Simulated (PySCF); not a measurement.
A GIAO shielding run with PySCF 2.14.0 with density-fitted response routines (density fitting, non-relativistic, gas phase) on (H2B-mu-H)3:

```
$ OMP_NUM_THREADS=1 python probes_run.py task.json out

{"job": {"kind": "nmr", "xc": "PBE0", "basis": "pcSseg-1"}, "charge": 0, "multiplicity": 1}
B      0.101342     0.758414    -0.847485
H      1.188135     1.245705    -1.014271
H     -0.794365     1.069333    -1.595346
H     -0.217979     1.320292     0.305456
B     -0.566617     0.238174     0.933294
H     -1.689631    -0.145120     0.766684
H     -0.308687     0.761278     1.995880
H      0.390076    -0.614961     1.146951
B      0.490855    -1.039963    -0.103305
H      1.691465    -1.130696    -0.108569
H     -0.164136    -2.044094    -0.234766
H     -0.004988    -0.501102    -1.193522
```

Hardware: 1 thread of an Intel Xeon, shared host. The job also computes population analyses, field gradients.

Q: How large is the calculation?

A: 24 electrons, 96 basis functions and 486 auxiliary functions.

Q: How long does it take, and how much memory does it need?

A: 12 s of wall time, with 10 SCF cycles and 4 response iterations; peak memory 0.46 GiB. Times on a shared host scatter by some tens of per cent.

Q: And these other runs on the same molecule and hardware: GIAO shielding at KT2/pcSseg-1; spin–spin coupling at B3LYP/pcJ-1?

A: KT2/pcSseg-1: 96 functions, 9.3 s; B3LYP/pcJ-1: 171 functions, 17 s.
